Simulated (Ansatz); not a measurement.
A made-up structure of CH6NSi (charge +1), closed shell:

```csv
atom,x (Å),y (Å),z (Å)
C1,-0.3564,0.7109,-0.6290
N2,0.4733,-0.1900,-0.2714
Si3,0.1652,-0.7944,0.9738
H4,-1.2656,0.9522,0.0722
H5,-0.7398,0.2657,-1.5689
H6,0.3119,1.5946,-0.6625
H7,1.3375,-0.4509,-0.8929
H8,1.1639,-1.6849,1.1199
H9,-1.0899,-0.4032,1.8588
```

It is relaxed with PBE-D4/def2-SVP and then PBE0-D4/def2-TZVP (Ansatz 0.2.0). Atoms count as bonded within 1.22 times the sum of their covalent radii (H–H: 0.88 Å). The end point is not checked to be a true minimum.

**Question.** Does its bonding change? (Judge from chemistry; the calculation decides.)

**Answer.** Computed: Yes. Formed: none; broken: C1–Si3.

Where it ends: The first stage lowers the energy by 4.23 eV in 7 steps. It ends as CH₆NSi ([CH3][NH][SiH2]), total charge +1:
```csv
atom,x (Å),y (Å),z (Å)
C1,-0.4082,0.8672,-0.7982
N2,0.4423,-0.1870,-0.2393
Si3,0.2503,-0.9963,1.1710
H4,-1.2420,1.0702,-0.1271
H5,-0.7983,0.5484,-1.7653
H6,0.1760,1.7789,-0.9269
H7,1.2389,-0.4187,-0.8247
H8,1.2489,-2.0174,1.5092
H9,-0.9079,-0.6453,2.0014
```

Labels in which every atom is bracketed show which atoms are joined, not bond orders.

For scale, one of the runs: PBE0-D4/def2-TZVP relaxation, 135 basis functions, launched by `ansatz run in.yaml --threads 2 --pin off --events-out ev --progress --plain --max-ram 4352MiB`. The run took about 14 s on 2 CPU threads of an Arm Neoverse V2 (shared host).
